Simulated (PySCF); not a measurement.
magnesium dihydride, H2Mg, SMILES [MgH2], point group D∞h.

Level: PBE0/pcSseg-2 in PySCF (density fitting, grid level 2); geometry and Hessian at that level, cubic constants and property derivatives from steps of ±0.6 along each species' dimensionless normal coordinates, second-order vibrational perturbation theory. The parent has the commonest isotopes.

Equilibrium geometry (Å):

```
atom        x        y        z
 Mg1   0.0153  -0.0034  -0.0167
  H2  -1.6906   0.0121  -0.0416
  H3   1.7212  -0.0189   0.0081
```

**Question.** Give the equilibrium and ground-state rotational constants (MHz) of parent; ²H at 2; ²H at 2, ²H at 3.

**Answer.** 
```csv
species,Be,B0,harmonic ZPE (cm⁻¹)
parent,86136,85416,2061
²H at 2,58175,57774,1781
"²H at 2, ²H at 3",43101,42851,1492
```

**Question.** And its quartic centrifugal distortion constants from the harmonic force field?

**Answer.** Linear top: D = 1100 kHz.
